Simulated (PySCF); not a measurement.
Molecule: SMILES O=P(O)(O)O, H$_{3}$O$_{4}$P.

Molfile (atoms numbered from 1):
```
H3O4P
     RDKit          3D

  8  7  0  0  0  0  0  0  0  0999 V2000
    0.3732   -0.0320    1.6077 O   0  0  0  0  0  0  0  0  0  0  0  0
   -0.1128   -0.0413    0.2208 P   0  0  0  0  0  5  0  0  0  0  0  0
   -0.8219    1.2817   -0.3558 O   0  0  0  0  0  0  0  0  0  0  0  0
    1.0405   -0.2964   -0.8840 O   0  0  0  0  0  0  0  0  0  0  0  0
   -1.2420   -1.1318   -0.0799 O   0  0  0  0  0  0  0  0  0  0  0  0
   -0.3451    2.0844   -0.1095 H   0  0  0  0  0  0  0  0  0  0  0  0
    1.7903   -0.7452   -0.4717 H   0  0  0  0  0  0  0  0  0  0  0  0
   -1.5960   -1.0800   -0.9765 H   0  0  0  0  0  0  0  0  0  0  0  0
  1  2  2  0
  2  3  1  0
  2  4  1  0
  2  5  1  0
  3  6  1  0
  4  7  1  0
  5  8  1  0
M  END
```

Geometry PBE0-D3(BJ)/def2-SVP throughout; GIAO in PySCF 2.14, gas phase, one conformer, non-relativistic; equivalent atoms averaged; basis pcSseg-2.

(1) How do the shifts δ (against H2O, H3PO4, TMS at the same level) depend on the functional? (ppm; last column core-seconds on 1 thread of an Intel Xeon Platinum 8259CL, shared host)

(2) Which nucleus moves most, in ppm?

Results:

(1) 
```
functional                    kind     O1  O3/O4/O5    P2  H6/H7/H8  core-s
      WP04           global hybrid  128.2      98.3  -6.1      3.43      24
     B97-2           global hybrid  135.3     104.4  -6.0      3.19      23
 BHandHLYP           global hybrid  127.7      99.6  -6.0      3.39      25
 CAM-B3LYP  range-separated hybrid  139.3     109.5  -6.3      3.31      32
   wB97X-D  range-separated hybrid  136.2     105.8  -6.2      3.26      31
   LC-wPBE  range-separated hybrid  135.9     106.3  -6.2      3.33      43
```

(2) O1 (P=O oxygen): from 127.7 ppm with BHandHLYP to 139.3 ppm with CAM-B3LYP. The smallest spread is 0.24 ppm, at H6/H7/H8.
